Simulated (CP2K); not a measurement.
# C2H4Cl2 (1,2-dichloroethane) at PBE/DZVP-MOLOPT-SR-GTH (core potential), part 2 of 2

CP2K 2026.2. The steps go on from the part before.

**3. The doublet cation at the same level**

molecule.xyz reads:

```xyz
8

Cl    -2.043530     0.146710    -0.469250
C     -0.462920     0.562090     0.226000
C      0.627600    -0.371560    -0.222240
Cl     0.432340    -2.010930     0.432390
H     -0.226170     1.575680    -0.101920
H     -0.570340     0.551100     1.309740
H      1.589520     0.001780     0.133100
H      0.653500    -0.454880    -1.307840
```

gas.inp reads:

```
&GLOBAL
  PROJECT gas
  RUN_TYPE ENERGY
  PRINT_LEVEL MEDIUM
&END GLOBAL
&FORCE_EVAL
  METHOD QUICKSTEP
  &DFT
    BASIS_SET_FILE_NAME BASIS_MOLOPT
    POTENTIAL_FILE_NAME GTH_POTENTIALS
    CHARGE 1
    MULTIPLICITY 2
    LSD T
    &QS
      METHOD GPW
      EPS_DEFAULT 1.0E-10
    &END QS
    &MGRID
      CUTOFF 400
      REL_CUTOFF 50
      NGRIDS 4
    &END MGRID
    &POISSON
      PERIODIC NONE
      POISSON_SOLVER MULTIPOLE
    &END POISSON
    &SCF
      SCF_GUESS ATOMIC
      EPS_SCF 1.0E-06
      MAX_SCF 40
      &OT ON
        MINIMIZER CG
        PRECONDITIONER FULL_SINGLE_INVERSE
        LINESEARCH 3PNT
      &END OT
      &OUTER_SCF
        EPS_SCF 1.0E-06
        MAX_SCF 10
      &END OUTER_SCF
    &END SCF
    &XC
      &XC_FUNCTIONAL PBE
      &END XC_FUNCTIONAL
    &END XC
    &PRINT
      &MOMENTS
        PERIODIC F
        REFERENCE COM
        MAX_MOMENT 1
      &END MOMENTS
      &MO_CUBES
        NLUMO 3
        NHOMO -1
        WRITE_CUBE F
      &END MO_CUBES
      &HIRSHFELD OFF
      &END HIRSHFELD
    &END PRINT
  &END DFT
  &SUBSYS
    &CELL
      ABC [angstrom] 10.6 10.6 9.6
      PERIODIC NONE
    &END CELL
    &TOPOLOGY
      COORD_FILE_NAME molecule.xyz
      COORD_FILE_FORMAT XYZ
      &CENTER_COORDINATES
      &END CENTER_COORDINATES
    &END TOPOLOGY
    &KIND Cl
      BASIS_SET DZVP-MOLOPT-SR-GTH-q7
      POTENTIAL GTH-PBE-q7
    &END KIND
    &KIND C
      BASIS_SET DZVP-MOLOPT-SR-GTH-q4
      POTENTIAL GTH-PBE-q4
    &END KIND
    &KIND H
      BASIS_SET DZVP-MOLOPT-SR-GTH-q1
      POTENTIAL GTH-PBE-q1
    &END KIND
  &END SUBSYS
&END FORCE_EVAL
```

Command:

```
$ OMP_NUM_THREADS=1 cp2k.psmp -i gas.inp -o gas.out
```

Standard output:

```text
CP2K| version string:                                       CP2K version 2026.2
 CP2K| Input file name                                                   gas.inp

 GLOBAL| Basis set file name                                        BASIS_MOLOPT
 GLOBAL| Potential file name                                      GTH_POTENTIALS
 GLOBAL| Coordinate file name                                       molecule.xyz
 GLOBAL| Method name                                                        CP2K
 GLOBAL| Project name                                                        gas
 GLOBAL| Run type                                                         ENERGY
 GLOBAL| FFT library                                                       FFTW3
 GLOBAL| Diagonalization library                                       ScaLAPACK
 GLOBAL| Global print level                                               MEDIUM
 GLOBAL| Total number of message passing processes                             1
 GLOBAL| Number of threads for this process                                    1
 GLOBAL| CPU model name                                                  UNKNOWN

 CELL| Volume [angstrom^3]:                                          1078.656000
 CELL| Vector a [angstrom]:      10.600     0.000     0.000   |a| =    10.600000
 CELL| Vector b [angstrom]:       0.000    10.600     0.000   |b| =    10.600000
 CELL| Vector c [angstrom]:       0.000     0.000     9.600   |c| =     9.600000
 CELL| Angle (b,c), alpha [degree]:                                    90.000000
 CELL| Angle (a,c), beta  [degree]:                                    90.000000
 CELL| Angle (a,b), gamma [degree]:                                    90.000000
 CELL| Numerically orthorhombic:                                             YES
 CELL| Periodicity                                                          NONE

 GENERATE|  Preliminary Number of Bonds generated:                             0
 GENERATE|  Achieved consistency in connectivity generation.

 PW_GRID| Information for grid number                                          1
 PW_GRID| Cutoff [a.u.]                                                     28.3
 PW_GRID| spherical cutoff:                                                   NO
 PW_GRID|   Bounds   1              0      49                Points:          50
 PW_GRID|   Bounds   2              0      49                Points:          50
 PW_GRID|   Bounds   3              0      49                Points:          50
 PW_GRID| Volume element (a.u.^3)  0.5823E-01     Volume (a.u.^3)      7279.1316
 PW_GRID| Grid span                                                    HALFSPACE

 DFT| Spin unrestricted (spin-polarized) Kohn-Sham calculation               UKS
 DFT| Multiplicity                                                             2
 DFT| Number of spin states                                                    2
 DFT| Charge                                                                   1
 DFT| Self-interaction correction (SIC)                                       NO
 DFT| Cutoffs: density                                              1.000000E-10
 DFT|          gradient                                             1.000000E-10
 DFT|          tau                                                  1.000000E-10
 DFT|          cutoff_smoothing_range                               0.000000E+00
 DFT| XC density smoothing                                                  NONE
 DFT| XC derivatives                                                          PW

 FUNCTIONAL| PBE:

 QS| Method:                                                                 GPW
 QS| Density plane wave grid type                        NON-SPHERICAL FULLSPACE
 QS| Number of grid levels:                                                    4
 QS| Density cutoff [a.u.]:                                                200.0
 QS| Multi grid cutoff [a.u.]: 1) grid level                               200.0
 QS|                           2) grid level                                66.7
 QS|                           3) grid level                                22.2
 QS|                           4) grid level                                 7.4
 QS| Grid level progression factor:                                          3.0
 QS| Relative density cutoff [a.u.]:                                        25.0
 QS| Interaction thresholds: eps_pgf_orb:                                1.0E-05
 QS|                         eps_filter_matrix:                          0.0E+00
 QS|                         eps_core_charge:                            1.0E-12
 QS|                         eps_rho_gspace:                             1.0E-10
 QS|                         eps_rho_rspace:                             1.0E-10
 QS|                         eps_gvg_rspace:                             1.0E-05
 QS|                         eps_ppl:                                    1.0E-02
 QS|                         eps_ppnl:                                   1.0E-07

 ATOMIC KIND INFORMATION

  1. Atomic kind: Cl                                    Number of atoms:       2

     Orbital Basis Set                                     DZVP-MOLOPT-SR-GTH-q7

       Number of orbital shell sets:                                           1
       Number of orbital shells:                                               5
       Number of primitive Cartesian functions:                                4
[... 156 lines left out ...]
  Decoupling Energy:                                               0.0951510018
[... 11 lines left out ...]
  Decoupling Energy:                                               0.0863403789
[... 11 lines left out ...]
  Decoupling Energy:                                               0.0877137006
[... 11 lines left out ...]
  Decoupling Energy:                                               0.0873060487
[... 11 lines left out ...]
  Decoupling Energy:                                               0.0872628247
[... 11 lines left out ...]
  Decoupling Energy:                                               0.0874651332
[... 11 lines left out ...]
  Decoupling Energy:                                               0.0874200965
[... 11 lines left out ...]
  Decoupling Energy:                                               0.0873800979
[... 11 lines left out ...]
  Decoupling Energy:                                               0.0874113322
[... 11 lines left out ...]
  Decoupling Energy:                                               0.0874008727
[... 11 lines left out ...]
  Decoupling Energy:                                               0.0873950445
[... 11 lines left out ...]
  Decoupling Energy:                                               0.0874000372
[... 11 lines left out ...]
  Decoupling Energy:                                               0.0873973227
[... 11 lines left out ...]
  Decoupling Energy:                                               0.0873801328
[... 11 lines left out ...]
  Decoupling Energy:                                               0.0873796945
[... 11 lines left out ...]
  Decoupling Energy:                                               0.0873821637
[... 11 lines left out ...]
  Decoupling Energy:                                               0.0873808461
[... 11 lines left out ...]
  Decoupling Energy:                                               0.0873815499
[... 11 lines left out ...]
  Decoupling Energy:                                               0.0873811346
[... 11 lines left out ...]
  Decoupling Energy:                                               0.0873770209
[... 19 lines left out ...]
  Exchange-correlation energy:                                -10.40712403857158
[... 21 lines left out ...]
  Decoupling Energy:                                               0.0873742195
[... 11 lines left out ...]
  Decoupling Energy:                                               0.0873738017
[... 11 lines left out ...]
  Decoupling Energy:                                               0.0873789314
[... 11 lines left out ...]
  Decoupling Energy:                                               0.0873636624
[... 11 lines left out ...]
  Decoupling Energy:                                               0.0873535254
[... 11 lines left out ...]
  Decoupling Energy:                                               0.0873434130
[... 11 lines left out ...]
  Decoupling Energy:                                               0.0873476088
[... 11 lines left out ...]
  Decoupling Energy:                                               0.0873365890
[... 11 lines left out ...]
  Decoupling Energy:                                               0.0873035651
[... 11 lines left out ...]
  Decoupling Energy:                                               0.0873264284
[... 11 lines left out ...]
  Decoupling Energy:                                               0.0873216618
[... 11 lines left out ...]
  Decoupling Energy:                                               0.0873227863
[... 11 lines left out ...]
  Decoupling Energy:                                               0.0873219695
[... 11 lines left out ...]
  Decoupling Energy:                                               0.0873230662
[... 11 lines left out ...]
  Decoupling Energy:                                               0.0873214148
[... 11 lines left out ...]
  Decoupling Energy:                                               0.0873225992
[... 11 lines left out ...]
  Decoupling Energy:                                               0.0873229276
[... 11 lines left out ...]
  Decoupling Energy:                                               0.0873221342
[... 11 lines left out ...]
  Decoupling Energy:                                               0.0873224505
[... 11 lines left out ...]
  Decoupling Energy:                                               0.0873223973
[... 19 lines left out ...]
  outer SCF iter =    2 RMS gradient =   0.23E-05 energy =        -43.3499074229
[... 11 lines left out ...]
  Step     Update method      Time    Convergence         Total energy    Change
  ------------------------------------------------------------------------------
  Decoupling Energy:                                               0.0873224268
     1 OT CG       0.64E-01    3.6     0.00000133       -43.3499074240 -1.14E-09
  Decoupling Energy:                                               0.0873224122
     - OT LS       0.90E-01    0.9                      -43.3499074242
  Decoupling Energy:                                               0.0873224063
     - OT LS       0.21E+00    1.0                      -43.3499074243
  Decoupling Energy:                                               0.0873223796
     2 OT CG       0.17E+00    1.8     0.00000114       -43.3499074244 -3.08E-10
  Decoupling Energy:                                               0.0873223625
     - OT LS       0.23E+00    1.0                      -43.3499074245
  Decoupling Energy:                                               0.0873223556
     - OT LS       0.15E+00    0.9                      -43.3499074245
  Decoupling Energy:                                               0.0873223642
     3 OT CG       0.12E+00    1.8     0.00000076       -43.3499074245 -1.65E-10

  *** SCF run converged in     3 steps ***

  Electronic density on regular grids:        -25.0000000000        0.0000000000
  Core density on regular grids:               25.9999999979       -0.0000000021
  Total charge density on r-space grids:        0.9999999979
  Total charge density g-space grids:           0.9999999979

  Overlap energy of the core charge distribution:               0.00000126665195
  Self energy of the core charge distribution:                -99.73944728373984
  Core Hamiltonian energy:                                     25.49030166886416
  Hartree energy:                                              41.30421126464604
  Exchange-correlation energy:                                -10.40497434093822

  Total energy:                                               -43.34990742451591

  outer SCF iter =    3 RMS gradient =   0.76E-06 energy =        -43.3499074245
  outer SCF loop converged in   3 iterations or  243 steps

  Integrated spin density:                                          1.0000000000
  Integrated absolute spin density:                                 1.0462027194
  Ideal and single determinant S**2 :                    0.750000       0.751560

 !-----------------------------------------------------------------------------!
                     Mulliken Population Analysis

 #  Atom  Element  Kind  Atomic population (alpha,beta) Net charge  Spin moment
       1     Cl       1         3.552416     3.101756     0.345828     0.450660
       2     C        2         2.065292     2.054063    -0.119354     0.011229
       3     C        2         2.065297     2.054072    -0.119368     0.011225
[... 4 lines of this table left out ...]
       8     H        3         0.439949     0.428932     0.131120     0.011017
 # Total charge and spin       13.000000    12.000000     1.000000     1.000000

 !-----------------------------------------------------------------------------!

 ELECTRIC/MAGNETIC MOMENTS
  Reference Point [Bohr]              9.41934444      9.24061602      9.04543466
  Charges
    Electronic=    -25.00000000    Core=    26.00000000    Total=     1.00000000
  Dipoles are based on the traditional operator.
  Dipole moment [Debye]
    X=  0.1685501E+01 Y=  0.1952677E+01 Z=  0.3790212E-01  Total=      2.5797861

  Eigenvalues of the occupied subspace spin            1
 ---------------------------------------------
      -1.06522036     -1.03079035     -0.90526056     -0.79089581
      -0.67550252     -0.66916211     -0.63178760     -0.59847056
      -0.59617269     -0.52284406     -0.52119654     -0.51434251
      -0.49848613
 Fermi Energy [eV] :  -13.564497

  Eigenvalues of the occupied subspace spin            2
 ---------------------------------------------
      -1.05533799     -1.01657741     -0.89670233     -0.78567585
      -0.66888704     -0.66358988     -0.62863699     -0.58965684
      -0.58815034     -0.50808591     -0.49754377     -0.49221809
 Fermi Energy [eV] :  -13.393936

  Using OT eigensolver for additional unoccupied orbitals spin            1
  Lowest Eigenvalues of the unoccupied subspace spin            1
 -----------------------------------------------------
 OT| Eigensolver reached convergence in 67 iterations
      -0.24958962     -0.22801032     -0.07742263

  Using OT eigensolver for additional unoccupied orbitals spin            2
  Lowest Eigenvalues of the unoccupied subspace spin            2
 -----------------------------------------------------
 OT| Eigensolver reached convergence in 55 iterations
      -0.48952086     -0.24409607     -0.22277425

 HOMO - LUMO gap [eV] :    6.772818
 HOMO - LUMO gap [eV] :    0.073395

 ENERGY| Total FORCE_EVAL ( QS ) energy [hartree]            -43.349907424515905

 MEMORY| Estimated peak process memory [MiB]                                1053

 -------------------------------------------------------------------------------
 ----                             MULTIGRID INFO                            ----
 -------------------------------------------------------------------------------
 count for grid        1:           7136          cutoff [a.u.]          200.00
 count for grid        2:           5142          cutoff [a.u.]           66.67
 count for grid        3:           2428          cutoff [a.u.]           22.22
 count for grid        4:            673          cutoff [a.u.]            7.41
 total gridlevel count  :          15379

 -------------------------------------------------------------------------------
 -                                                                             -
 -                                T I M I N G                                  -
 -                                                                             -
 -------------------------------------------------------------------------------
 SUBROUTINE                       CALLS  ASD         SELF TIME        TOTAL TIME
                                MAXIMUM       AVERAGE  MAXIMUM  AVERAGE  MAXIMUM
 CP2K                                 1  1.0    0.187    0.187  302.291  302.291
 qs_energies                          1  2.0    0.000    0.000  301.758  301.758
 scf_env_do_scf                       1  3.0    0.000    0.000  300.866  300.866
 scf_env_do_scf_inner_loop          243  4.0    0.017    0.017  296.272  296.272
 qs_ks_update_qs_env                246  5.0    0.002    0.002  230.039  230.039
 rebuild_ks_matrix                  243  6.0    0.001    0.001  230.021  230.021
 qs_ks_build_kohn_sham_matrix       243  7.0    0.026    0.026  230.020  230.020
 qs_vxc_create                      243  8.0    0.004    0.004  196.751  196.751
 fft_wrap_pw1pw2                   5310 10.0    0.079    0.079  157.322  157.322
 xc_rho_set_and_dset_create         243 10.0    3.308    3.308  151.018  151.018
 fft_wrap_pw1pw2_200               3348 11.7    0.669    0.669  149.837  149.837
 xc_exc_calc                        160  9.0    0.910    0.910   99.436   99.436
 xc_vxc_pw_create                    83  9.0    1.590    1.590   97.311   97.311
 fft3d_s                           5311 12.0   96.624   96.624   96.640   96.640
 xc_pw_derive                      1956 11.0    0.020    0.020   92.482   92.482
 -------------------------------------------------------------------------------

 -------------------------------------------------------------------------------
```

It took 5 min on 1 thread of Arm Neoverse V2, shared host; peak memory 1 GiB.

**4. What came out**

The summary covers parts 1 to 2.

At PBE/DZVP-MOLOPT-SR-GTH (core potential):

```
                                          quantity         value
                     singlet C2H4Cl2: total energy  -43.72121 Eh
                    singlet C2H4Cl2: dipole moment        2.41 D
                      singlet C2H4Cl2: HOMO energy      -6.87 eV
                      singlet C2H4Cl2: LUMO energy      -0.44 eV
                    singlet C2H4Cl2: HOMO–LUMO gap       6.43 eV
                      doublet cation: total energy  -43.34991 Eh
doublet cation: HOMO energy (highest over α and β)     -13.39 eV
 doublet cation: LUMO energy (lowest over α and β)     -13.32 eV
                              doublet cation: ⟨S²⟩         0.752
vertical ionisation energy (to the doublet cation)     10.104 eV
```

**Reading.** Removing an electron at fixed nuclei costs 10.10 eV (975 kJ/mol). The negative HOMO energy of the first species, 6.87 eV, lies 3.23 eV below that difference.
